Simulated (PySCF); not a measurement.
1-pyrroline, C4H7N.
Cartesian coordinates in Å at the PBE0-D3(BJ)/def2-SVP level; atoms count from 1:
```
atom  x, y, z in Å
C1    -0.4122    1.3807   -0.0566
N2     0.8351    1.4057   -0.2831
C3     1.3689    0.0578   -0.1733
C4     0.2037   -0.8878    0.2094
C5    -1.0220    0.0403    0.2560
H6    -1.0051    2.3054   -0.0946
H7     1.8416   -0.2133   -1.1325
H8     2.1822    0.0577    0.5716
H9     0.3805   -1.3704    1.1812
H10    0.0764   -1.6939   -0.5269
H11   -1.5288    0.0550    1.2356
H12   -1.7984   -0.2176   -0.4843
```

Level of theory: core-valence-separated Tamm–Dancoff BHandHLYP/aug-pcX-1 (pcseg-1 on H) in PySCF, non-relativistic, gas phase, PBE0-D3(BJ)/def2-SVP geometry. BHandHLYP without relativity tends to put these K edges a few eV too low, so spacings mean more than positions.

The lowest roots of each edge with f over 0.003 (five at most, numbered afresh; weaker and dark ones are left out), with transition dipoles (au) in the frame of the coordinates:

```tsv
root	edge	E (eV)	μx	μy	μz
1	C	283.00	0.0172	0.0149	0.0961
2	C	285.55	-0.0021	0.0443	-0.0083
3	C	285.69	0.0427	0.0128	-0.0099
4	C	285.95	0.0106	0.0112	0.0578
5	C	286.19	0.0099	0.0105	0.0637
6	N	396.19	-0.0138	-0.0120	-0.0775
7	N	401.39	-0.0067	0.0251	-0.0027
8	N	401.74	0.0150	-0.0184	0.0002
```

**Question.** What are the oscillator strengths?

**Answer.** f = (2/3) ΔE |μ|², with ΔE in hartree (27.2114 eV):

```tsv
root	ΔE (Eh)	|μ|² (au)	f	core hole on
1	10.4002	0.009753	0.068	C1
2	10.4938	0.002036	0.014	C4
3	10.4988	0.002085	0.015	C5
4	10.5083	0.003579	0.025	C4
5	10.5174	0.004266	0.030	C5
6	14.5596	0.006341	0.062	N2
7	14.7510	0.000682	0.007	N2
8	14.7635	0.000564	0.006	N2
```

**Question.** Molecules are fixed in this frame and the field points along (1, 0, −1)/√2. What effective strengths 3 f cos²θ do the roots have (θ between field and μ)?

**Answer.** root 1 (C1): 0.065, root 2 (C4): 0.000, root 3 (C5): 0.029, root 4 (C4): 0.023, root 5 (C5): 0.030, root 6 (N2): 0.059, root 7 (N2): 0.000, root 8 (N2): 0.003. Averaged over all orientations cos²θ is 1/3, which gives f back.

